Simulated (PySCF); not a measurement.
Gas-phase reaction: 2 HPO2 + 3 N2 → 2 P + 4 NO + 2 NH

Computed with PySCF (xtb for GFN2) and rigid-rotor harmonic-oscillator thermochemistry at 1 bar. † marks an energy on the PBE0/def2-TZVP geometry and frequencies; other levels use their own. MP2 and CCSD(T) freeze the core. 6-31G* has spherical d functions here. Open shells (unrestricted): P (multiplicity 4), NO (multiplicity 2), NH (multiplicity 3); the rest are closed-shell singlets. GFN2 has no spin-polarisation term. Spin-orbit splitting is ignored; it lowers the true energy and changes the entropy of NO. B3LYP is the form with VWN-RPA correlation. HPO2: computed as isolated molecules; such fragments, hydroxides, amides, oligomers or adducts are transient or little studied in the gas. MP2 isn't extrapolated to the basis-set limit. CCSD(T) isn't extrapolated to the basis-set limit.

```json
[
 {"level": "B3LYP/6-31G*", "ΔH°(298 K), kJ": "?"},
 {"level": "B3LYP/def2-TZVP†", "ΔH°(298 K), kJ": "2527"},
 {"level": "CCSD(T)/def2-SVP†", "ΔH°(298 K), kJ": "2265"},
 {"level": "GFN2-xTB", "ΔH°(298 K), kJ": "?"},
 {"level": "MP2/def2-SVP†", "ΔH°(298 K), kJ": "2429"},
 {"level": "PBE0/def2-QZVP†", "ΔH°(298 K), kJ": "?"},
 {"level": "r2SCAN/def2-TZVP†", "ΔH°(298 K), kJ": "2502"},
 {"level": "LDA/def2-TZVP†", "ΔH°(298 K), kJ": "?"}
]
```

Question: Some entries are withheld; supply them.

Answer: 
- B3LYP/6-31G*, ΔH°(298 K), kJ: 2355
- GFN2-xTB, ΔH°(298 K), kJ: 3264
- PBE0/def2-QZVP†, ΔH°(298 K), kJ: 2502
- LDA/def2-TZVP†, ΔH°(298 K), kJ: 2881
